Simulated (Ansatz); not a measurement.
Compare A (`C1=CCCCC1`) with its isomer B (`CC#CCCC`).

Program: Ansatz. Geometries: PBE0-D4/def2-TZVP. ΔE: electronic, gas phase. CCSD(T)/CBS is the MP2 limit (def2-TZVPP, def2-QZVPP) plus CCSD(T) − MP2 in def2-TZVPP, frozen cores. DFT in def2-TZVPP. B3LYP here is the variant with VWN-RPA as its local correlation; programs differ in this. One conformer a species, not always the lowest.

A:

```xyz
16

C     0.422    1.296   -0.724
C     0.811    0.165   -1.303
C     0.519   -1.192   -0.741
C     0.038   -1.119    0.702
C    -0.994   -0.014    0.871
C    -0.392    1.343    0.531
H     0.695    2.246   -1.176
H     1.377    0.209   -2.229
H     1.416   -1.818   -0.811
H    -0.234   -1.690   -1.367
H    -0.373   -2.084    1.013
H     0.893   -0.913    1.356
H    -1.392   -0.008    1.889
H    -1.840   -0.210    0.202
H     0.237    1.696    1.360
H    -1.183    2.094    0.427
```

B:

```xyz
16

C    -2.659   -1.241    1.044
C    -1.263   -1.012    0.717
C    -0.106   -0.830    0.445
C     1.289   -0.579    0.116
C     1.594    0.900   -0.137
C     0.835    1.469   -1.322
H    -3.295   -0.459    0.621
H    -3.002   -2.200    0.650
H    -2.814   -1.248    2.126
H     1.921   -0.949    0.930
H     1.559   -1.162   -0.772
H     2.672    1.002   -0.299
H     1.355    1.468    0.766
H     1.070    2.525   -1.472
H     1.087    0.936   -2.243
H    -0.243    1.380   -1.171
```

Problem. Which is lower in electronic energy at CCSD(T)/CBS, and by how much? (An estimate is asked.)

Solution. The calculation gave: A, by 28.0 kcal/mol.

Problem. Give E(B) − E(A) in kcal/mol with LDA (SPW92), PBE0-D4, B2PLYP, PBE-D4, B3LYP, CCSD(T)/def2-TZVPP, ωB97M-V. (An estimate is asked.)

Solution. The calculation gave: LDA (SPW92) 35.3, PBE0-D4 31.4, B2PLYP 24.5, PBE-D4 28.8, B3LYP 23.5, CCSD(T)/def2-TZVPP 28.1, ωB97M-V 28.6. None reverses the order clearly.

Problem. Does the order hold for the free energy at 298.15 K (harmonic terms from PBE0-D4)? (Estimate.)

Solution. Ansatz gave: Yes: G(B) − G(A) = +21.9 kcal/mol, for one conformer each. Modes under 60 cm⁻¹, often nearly free rotors, make the harmonic entropy too high.

Largest T1 diagnostic: 0.010.

From BLYP to BHLYP (50 % exact exchange), in def2-TZVPP and without D4, E(B) − E(A) moves by +6.6 kcal/mol. At CCSD(T), def2-SVP lies +1.7 kcal/mol from the extrapolated value and def2-TZVPP +0.2 kcal/mol.
